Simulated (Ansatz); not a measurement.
**CHF (SMILES [CH]F): levels of theory compared**

Wanted: a comparison of 6 runs (UHF/STO-3G, B3LYP/STO-3G, UB3LYP/STO-3G, UPBE/STO-3G, MP2/STO-3G, CCSD(T)/STO-3G) of CHF. 

The results are computed with Ansatz 0.2.0.

55 further runs of the same task are left out: 6 that didn't finish, 49 set aside as unsound or not needed.

**1. The structure to begin with**

CHF has 3 atoms, charge 0, and is taken as a singlet. SMILES: `[CH]F`. The F2–C1 distance was set to 3.289 Å, away from the relaxed value. At this shape a bond of the SMILES string is far longer than usual.

Bond lengths: C1–H3 1.069 Å.

**2. A single-point energy at UHF/STO-3G (run 1)**

Contents of molecule.yaml:

```yaml
crystal:
  periodic: [false, false, false]
  atoms:
    - {symbol: C, position_ang: [-1.774714, -0.881047, -1.061165]}
    - {symbol: F, position_ang: [0.969610, -0.011280, 0.530170]}
    - {symbol: H, position_ang: [-2.488054, -0.151387, -1.378595]}
basis:
  gaussian: {orbitals: STO-3G}
magnetization: {spin_polarized: true}
hamiltonian: {xc: hf}
accuracy: high
```

Launch:

```console
$ ansatz run molecule.yaml --threads 1 --pin off --max-ram 2610MiB --events-out events.jsonl --progress --plain --runs-dir runs
```

Output:

```text
Warning: RAYON_NUM_THREADS=1 ignored (pool sized by the plan → 1); use --threads N
Functional definition: HF
  name "HF"
  exchange = exact_x
  correlation = 0
155 factors; integrals over basis functions are off by at most 2.7e-8 eV
mean field evaluation 1: about -3678.7131 eV, gradient 8.3e0 eV
mean field evaluation 2: about -3678.7141 eV, gradient 8.3e0 eV
mean field evaluation 4: about -3678.9409 eV, gradient 6.6e0 eV
mean field evaluation 8: about -3679.1413 eV, gradient 4.9e0 eV
mean field evaluation 16: about -3685.4605 eV, gradient 8.3e-3 eV
mean field evaluation 32: about -3694.1519 eV, gradient 1.5e-2 eV
mean field evaluation 64: about -3676.3239 eV, gradient 3.7e1 eV
mean field evaluation 96: about -3694.0163 eV, gradient 1.6e0 eV
mean field evaluation 128: about -3694.1467 eV, gradient 4.4e-2 eV
mean field evaluation 160: about -3694.1428 eV, gradient 1.8e-2 eV
mean field evaluation 192: about -3694.1356 eV, gradient 2.8e-2 eV
mean field evaluation 224: about -3694.0119 eV, gradient 6.1e-2 eV
mean field evaluation 256: about -3694.1485 eV, gradient 2.1e-2 eV
mean field evaluation 288: about -3694.1464 eV, gradient 1.2e-2 eV
mean field evaluation 320: about -3691.6990 eV, gradient 2.6e0 eV
mean field evaluation 352: about -3678.7127 eV, gradient 8.3e0 eV
mean field -3694.15193248 eV, -135.7575795325 hartree, gradient 1.1e-8 eV, S^2 1.353182; 8 other end points of the search recorded, 0 dependent functions left out
reference -3694.15193248 eV, -135.7575795325 hartree; 8, 8 occupied and 3, 3 virtual orbitals, 155 factors
Total energy: -3694.15193248 eV, -135.7575795325 hartree
```

Wall time 0.22 s (1 thread of Arm Neoverse V1, shared host).

**3. A single-point energy at B3LYP/STO-3G (run 2)**

Contents of in.yaml:

```yaml
basis:
  gaussian:
    orbitals: STO-3G
crystal:
  periodic: [false, false, false]
  atoms:
    - {symbol: C, position_ang: [-1.774714, -0.881047, -1.061165]}
    - {symbol: F, position_ang: [0.969610, -0.011280, 0.530170]}
    - {symbol: H, position_ang: [-2.488054, -0.151387, -1.378595]}
hamiltonian:
  xc: {name: B3LYP}
accuracy: high
```

Launch:

```console
$ ansatz run in.yaml --threads 1 --pin off --max-ram 2610MiB --events-out events.jsonl --progress --plain --runs-dir runs
```

Output:

```text
Warning: RAYON_NUM_THREADS=1 ignored (pool sized by the plan → 1); use --threads N
Functional definition: B3LYP
  name "B3LYP"
  parameter a0 = 0.2
  parameter ax = 0.72
  parameter ac = 0.81
  exchange = (1 - a0 - ax)*slater_x + ax*b88_x + a0*exact_x
  correlation = (1 - ac)*vwn_rpa_c + ac*lyp_c
155 factors; integrals over basis functions are off by at most 2.7e-8 eV
mean field evaluation 1: about -3692.3872 eV, gradient 1.2e1 eV
mean field evaluation 2: about -3287.0924 eV, gradient 1.1e1 eV
mean field evaluation 4: about -3691.5239 eV, gradient 1.7e1 eV
mean field evaluation 8: about -3703.1399 eV, gradient 1.9e1 eV
mean field evaluation 16: about -3704.4591 eV, gradient 6.3e-9 eV
mean field evaluation 32: about -3699.7710 eV, gradient 3.0e1 eV
mean field -3704.45910722 eV, -136.1363612176 hartree, gradient 8.8e-9 eV, S^2 0.000000; 4 other end points of the search recorded, 0 dependent functions left out
reference -3704.45912622 eV, -136.1363619161 hartree; 8, 8 occupied and 3, 3 virtual orbitals, 155 factors
Total energy: -3704.45912622 eV, -136.1363619161 hartree
```

It took 0.62 s on 1 thread of Arm Neoverse V1, shared host.

Runs 3 to 5 aren't shown in full; the table further down has their settings and results.

**4. A single-point energy at CCSD(T)/STO-3G (run 6)**

Contents of input.yaml:

```yaml
crystal:
  periodic: [false, false, false]
  atoms:
    - {symbol: C, position_ang: [-1.774714, -0.881047, -1.061165]}
    - {symbol: F, position_ang: [0.969610, -0.011280, 0.530170]}
    - {symbol: H, position_ang: [-2.488054, -0.151387, -1.378595]}
basis:
  gaussian: {orbitals: STO-3G}
correlation: {method: ccsd_t, frozen_orbitals: {C: 1, F: 1, H: 0}}
scf: {omitted_lower_state_checks: [cluster_reference, increment]}
magnetization: {spin_polarized: false, initial_magnetization: 0}
accuracy: high
```

Launch:

```console
$ ansatz run input.yaml --threads 1 --pin off --max-ram 2610MiB --events-out events.jsonl --progress --plain --runs-dir runs
```

Output:

```text
Warning: RAYON_NUM_THREADS=1 ignored (pool sized by the plan → 1); use --threads N
[... 16 lines left out ...]
2 core orbitals not correlated: weight in the atoms' cores, before any rotation towards them, 1.000 or more for the frozen orbitals, at most 0.000 for the correlated occupied ones
[... 67 lines left out ...]
WARN: these amplitudes may be one of several solutions (largest doubles amplitude 1.00, level shift 21.58 eV)
Total energy: -3695.13240721 eV, -135.7936113141 hartree
Checks for a lower state left out: cluster_reference, increment
```

Wall time 0.24 s (1 thread of Arm Neoverse V1, shared host).

**5. All runs side by side**

| run | level | frozen core orbitals | energy (Eh) | wall time |
| --- | --- | --- | --- | --- |
| 1 | UHF/STO-3G | – | -135.757580 | 0.22 s |
| 2 | B3LYP/STO-3G | – | -136.136362 | 0.62 s |
| 3 | UB3LYP/STO-3G | – | -136.238774 | 6.6 s |
| 4 | UPBE/STO-3G | – | -136.071702 | 23 s |
| 5 | MP2/STO-3G | 2 | -135.768595 | 0.16 s |
| 6 | CCSD(T)/STO-3G | 2 | -135.793611 | 0.24 s |

**6. What came out**

| quantity | value |
| --- | --- |
| run 6: total energy | -135.79361 Eh |
| run 6: correlation energy (2 core orbitals frozen) | -355.4 mEh |
| run 6: (T) correction | -1.35 mEh |
| run 6: T1 diagnostic | 0.082 |

Below the UHF energy at the same shape and in the same basis (STO-3G): MP2 -11.0 mEh; CCSD(T) -36.0 mEh. Some of these start from another determinant than that one, so these aren't their correlation energies. Totals of different functionals can't be ranked against each other. In run 6 the T1 diagnostic is large, so a single reference may not serve. In runs 5, 6 the log says that unrestricted orbitals would lower the reference, so the values rest on an unstable closed-shell determinant (other closed-shell runs at this shape may share the fault). In runs 1, 2, 3, 4, 5, 6 the basis is minimal, so the values are rough. In runs 2, 5, 6 a closed-shell determinant meets a far-stretched bond, which it describes badly. Spin contamination of the reference: run 1 ⟨S²⟩ = 1.35, run 4 ⟨S²⟩ = 1.19, run 3 ⟨S²⟩ = 1.10. Where it is this large, the reference is a mixture of spin states, and values that rest on it are in doubt. All runs together took 31 s, the longest 23 s.
